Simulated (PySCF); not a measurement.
N-methylmethanimine, SMILES C=NC (CAM-B3LYP/def2-SVP optimised geometry):

```
8

C     -1.368     0.754     0.000
N      0.071     0.785     0.000
C      0.698    -0.307     0.000
H     -1.744     1.295     0.882
H     -1.745     1.296    -0.881
H     -1.797    -0.268     0.000
H      0.197    -1.296     0.000
H      1.797    -0.307     0.000
```

Method: CAM-B3LYP/def2-TZVP (PySCF 2.14.0).

Q: What are the frontier orbital energies and the dipole moment?

A: HOMO-2 -12.13 eV, HOMO-1 -10.11 eV, HOMO -8.77 eV, LUMO 0.90 eV, LUMO+1 2.46 eV; dipole moment 1.53 D.

Meta-Löwdin charges at CAM-B3LYP/def2-TZVP: C1 -0.22, N2 -0.22, C3 -0.08, H4 0.13, H5 0.13, H6 0.08, H7 0.08, H8 0.12.
